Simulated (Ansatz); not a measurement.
Predict the output of the script below (the Python package of Ansatz (0.2.0)).

`ch2s2.py`
```python
'''Relaxed scan of one distance in CH2S2.'''

import warnings

import ansatz as az
import numpy as np

GEOMETRY = '''
S    -1.40260    0.41720    0.80190
C    -0.36990   -0.45040   -0.09680
S     1.23030    0.11420   -0.44010
H    -0.54820   -1.42490   -0.51500
H     1.14030    1.27040    0.20860
'''


def main() -> None:
    warnings.simplefilter('ignore', az.DeckWarning)

    molecule = az.Crystal.molecule()
    for line in GEOMETRY.strip().splitlines():
        symbol, *xyz = line.split()
        molecule = molecule.atom(symbol, [float(v) for v in xyz])

    calculation = (
        molecule.calculation()
        .basis(gaussian='def2-SVP')  # the orbital basis, by name
        .functional('PBE', dispersion='d4')
    )
    symbols = [site.symbol for site in molecule.cartesian_sites]
    pairs = [(0, 1), (1, 2), (1, 3), (2, 4)]
    print('held (A)   E (eV)        ', '  '.join(f'{symbols[i]}{i}-{symbols[j]}{j}' for i, j in pairs))
    for length in [1.49, 1.62, 1.75, 1.94, 2.19]:
        data = calculation.relax(constraints=[az.DistanceConstraint((0, 1), at=length)], force_tolerance=0.02, max_steps=60).run().report
        xyz = np.array(data['positions_ang'])
        print(f'{length:6.2f} {data["free_energy_ev"]:14.5f}  ', '  '.join(f'{np.linalg.norm(xyz[i] - xyz[j]):.3f}' for i, j in pairs))


if __name__ == '__main__':
    main()
```

```console
$ python ch2s2.py
held (A)   E (eV)         S0-C1  C1-S2  C1-H3  S2-H4
  1.49   -22721.17268   1.490  1.783  1.117  1.367
  1.62   -22721.66696   1.620  1.749  1.112  1.368
  1.75   -22721.46647   1.750  1.726  1.108  1.368
  1.94   -22720.63183   1.940  1.702  1.105  1.370
  2.19   -22719.29161   2.190  1.681  1.104  1.373
```

Total energies depend on the basis set; only differences at equal settings carry meaning. The energies are electronic: no zero-point or thermal terms, and the basis set is short of its limit. The script silences the warnings on its input, which a real study should read. Hardware and time: 32 s on 1 thread of Intel(R) Xeon(R) Platinum 8488C (Sapphire Rapids), with other jobs on the host, peak memory 0.19 GiB.

(Lines on the test bed's own set-up are left out of the output.)
